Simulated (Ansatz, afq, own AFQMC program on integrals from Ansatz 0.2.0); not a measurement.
Two steps: Ansatz 0.2.0 writes the Fock matrix and Cholesky factors of the valence space, and afq projects on them the lowest state that overlaps trial and start.

```yaml
crystal:
  periodic: [false, false, false]
  atoms:
    - {symbol: N, position_ang: [0.000000, 0.000000, 0.000000]}
    - {symbol: H, position_ang: [0.000000, 0.000000, 1.036583]}
basis:
  gaussian: {orbitals: aug-cc-pVDZ}
total_charge: -1
magnetization: {spin_polarized: false, initial_magnetization: 1}
correlation: {method: ccsd_t, electrons: outside_noble_gas, hamiltonian_folder: ham}
```

```sh
$ ansatz run in.yaml --threads 1 --pin off --events-out ev --progress --plain --max-ram 24576MiB --backend cuda --devices 0, --max-vram 18GiB
```

Options of the walk:

```
--method phaseless --trial cisd --walkers 4000 --populations 20 --least-time 60 --time-step 0.005 --steps-per-block 50 --equilibration-blocks 28 --max-blocks 4000 --target-error 0.00016 --factor-cut 1e-05 --start spin_pure --seed 4022 --release-times 0.24,0.51,0.99,1.62,2.4 --release-step 0.03 --release-every 3 --taylor-order 6
```

Times are imaginary, in 1/Eh. The walk had a cap of 122 s. With eight or more populations the least sampling time is a fifth of least-time, and the error comes from their spread.

Output of the walk:

```
orbitals 31  electrons 4 3  factors 216 of 315
reference energy -54.91292303 Eh
CCSD correlation -0.18824179 Eh in 14 cycles, weight of the determinant in the CISD state 0.9116
energy of the start -55.101166 Eh
 block  time / (1/Eh)  mean weight  energy / Eh
     1     0.250  0.9997  -55.100195
     2     0.500  1.0002  -55.102004
     3     0.750  1.0000  -55.103863
     4     1.000  1.0003  -55.105277
     5     1.250  1.0000  -55.105516
     9     2.250  1.0000  -55.107426
    15     3.750  1.0000  -55.108753
    23     5.750  0.9999  -55.108402
    31     7.750  1.0001  -55.108708
    39     9.750  1.0000  -55.108315
    47    11.750  1.0000  -55.108430
    55    13.750  1.0000  -55.107693
    61    15.250  1.0000  -55.110414
    63    15.750  0.9998  -55.108970
    71    17.750  0.9998  -55.108650
    79    19.750  1.0000  -55.108434
    87    21.750  1.0001  -55.109593
error from the spread of 20 populations
released: time / (1/Eh)  energy / Eh  error  mean overlap
  0.24  -55.108800  0.000120  1.0003
  0.51  -55.108827  0.000086  0.9995
  0.99  -55.108874  0.000089  0.9981
  1.62  -55.108836  0.000122  0.9963
  2.40  -55.108926  0.000130  0.9937
energy -55.108579 +/- 0.000149 Eh
(rows thinned)
```

The run passed its tests (sampling time, drift between the halves within three errors, error under three times the target), which doesn't prove that it has relaxed.

Against this walk (error 4.1 meV) on the same determinant: CCSD(T) 23.7 meV higher, CCSDT(Q) 9.5 meV lower, CCSDTQ 10.3 meV lower, full CI 10.6 meV lower. The error is statistical and leaves out the bias of the constraint. Released to 2.40 1/Eh the energy moves by -9 ± 5 meV (both errors), within twice the noise.

Cautions: constraint bias not in the error; a spin-contaminated unrestricted determinant lies lower (UHF 574 meV lower, ⟨S²⟩ 1.77).

The walk took 37 s on 1 × NVIDIA H100 80GB HBM3 with 2 threads of AMD EPYC 7R13 Processor (Zen 3) (shared host) (the card was shared). The log's last line is the phaseless energy.

CCSDT and higher add their correlation energy to the determinant of the CCSD(T) run, since their own runs factorise the integrals more tightly (a shift of under 2 meV). A walk keeps the symmetry of its determinant, which the program's search chose and which needn't be the lowest solution, so a lower state of the same spin and another symmetry isn't excluded.
